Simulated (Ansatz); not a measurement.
C$_{4}$H$_{5}$F (`CC1C=C1F`), one more setting.

```yaml
crystal:
  periodic: [false, false, false]
  atoms:
    - {symbol: C, position_ang: [-0.900193, -0.877067, -0.291410]}
    - {symbol: C, position_ang: [-0.013838, 0.033418, 0.521907]}
    - {symbol: C, position_ang: [1.423597, 0.380248, 0.060652]}
    - {symbol: C, position_ang: [0.522661, 1.288409, -0.000512]}
    - {symbol: F, position_ang: [0.206462, 2.518514, -0.320473]}
    - {symbol: H, position_ang: [-1.957217, -0.653700, -0.120108]}
    - {symbol: H, position_ang: [-0.697244, -0.765536, -1.359221]}
    - {symbol: H, position_ang: [-0.738133, -1.923943, -0.019877]}
    - {symbol: H, position_ang: [-0.181685, -0.046384, 1.600471]}
    - {symbol: H, position_ang: [2.418689, -0.005157, -0.068629]}
basis:
  gaussian: {orbitals: cc-pVTZ}
hamiltonian: {xc: {name: PBE0-DH}, pseudopotentials: {relativity: none}}
accuracy: high
output: {forces: true}
```

```sh
$ ansatz run in.yaml --threads 2 --pin off --events-out ev --progress --plain --max-ram 4352MiB
```

Output, abridged:

```
Functional definition: PBE0-DH
3874 factors; integrals over basis functions are off by at most 3.4e-9 eV
mean field evaluation 1: about -6929.8419 eV, gradient 4.6e1 eV
mean field evaluation 2: about -6930.0091 eV, gradient 4.6e1 eV
mean field evaluation 4: about -6934.4597 eV, gradient 6.8e0 eV
mean field evaluation 8: about -6934.5555 eV, gradient 5.9e-1 eV
mean field evaluation 16: about -6934.5563 eV, gradient 2.6e-4 eV
mean field -6934.55625139 eV, -254.8402418274 hartree, gradient 4.3e-8 eV, S^2 0.000000; 0 other end points of the search recorded, 0 dependent functions left out
5 core orbitals not correlated: weight in the atoms' cores, before any rotation towards them, 1.000 or more for the frozen orbitals, at most 0.000 for the correlated occupied ones
reference -6934.55625309 eV, -254.8402418902 hartree; 14, 14 occupied and 201, 201 virtual orbitals, 3874 factors
second order -29.91436232 eV of doubles, -0.00000000 eV of singles
Total energy: -6938.29554838 eV, -254.9776584575 hartree
Atom 0 at    -0.900193    -0.877067    -0.291410 Å, force    -0.030897    -0.032452    -0.033176 eV/Å
Atom 1 at    -0.013838     0.033418     0.521907 Å, force     0.031640     0.030658     0.045742 eV/Å
Atom 2 at     1.423597     0.380248     0.060652 Å, force    -0.073779     0.037750     0.003283 eV/Å
Atom 3 at     0.522661     1.288409    -0.000512 Å, force     0.019032     0.051668    -0.034585 eV/Å
Atom 4 at     0.206462     2.518514    -0.320473 Å, force     0.066732    -0.271098     0.075404 eV/Å
Atom 5 at    -1.957217    -0.653700    -0.120108 Å, force     0.144158    -0.025344    -0.020597 eV/Å
Atom 6 at    -0.697244    -0.765536    -1.359221 Å, force    -0.022322    -0.010959     0.144321 eV/Å
Atom 7 at    -0.738133    -1.923943    -0.019877 Å, force    -0.017004     0.142577    -0.033949 eV/Å
Atom 8 at    -0.181685    -0.046384     1.600471 Å, force     0.030521     0.017185    -0.165391 eV/Å
Atom 9 at     2.418689    -0.005157    -0.068629 Å, force    -0.148082     0.060015     0.018948 eV/Å
Dipole moment:     0.076779    -0.232525     0.039544 e Å
```

Hardware: 2 threads of an Arm Neoverse V1 on a shared host. Wall time 64 s, peak host memory 1.3 GiB.
